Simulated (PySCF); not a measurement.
## A thermochemical cycle for SiO

PBE0 in PySCF with def2-TZVPPD on every atom, for the lowest determinant that a PBE0 search found; no spin–orbit coupling. SiO, a singlet (closed shell), has De = 7.91 eV to neutral atoms, and SiO⁺, a doublet (σ ↑), has De = 4.71 eV to Si⁺ + O.

The adiabatic ionisation energy of SiO, between the minima, is 11.42 eV.

Problem. Which ionisation energy of the Si atom does this level give?

Solution. IE(Si) = IE(molecule) + De(ion) − De(neutral) = 11.42 + 4.71 − 7.91 = 8.22 eV; the measured value is 8.152 eV (NIST ASD).

For an ion De counts to the pair picked by the measured ionisation energies or electron affinities, which need not be the lowest pair at this level. States were picked by a PBE0 search and need not be the measured ground states.
